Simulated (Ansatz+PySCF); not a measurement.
A calculation with PySCF 2.14.0.

```python
from pyscf import gto, scf, cc

mol = gto.M(atom="""
Al 0.000000 0.000000 0.000000
N 0.000000 0.000000 3.000000
""", basis='sto-3g', charge=0, spin=2)
mf = scf.UHF(mol)
mf.kernel()
mycc = cc.CCSD(mf, frozen=6).run()
et = mycc.ccsd_t()
print(mf.e_tot, mycc.e_corr, et, mycc.e_tot + et)
```

The script is written out from the run's settings.

Output:

```
Converged                       : yes
Reference energy                : -292.50265 hartree
CCSD correlation energy         : -0.11717 hartree
Triples correction              : -0.00064 hartree
Total energy                    : -292.62045 hartree
Spin squared of the determinant : 2.049
```

The reference isn't the lowest determinant (another lies 2.30 eV lower), but the same method gives a higher total on the lower determinant. Caution: bonds are stretched, where a single reference can fail.
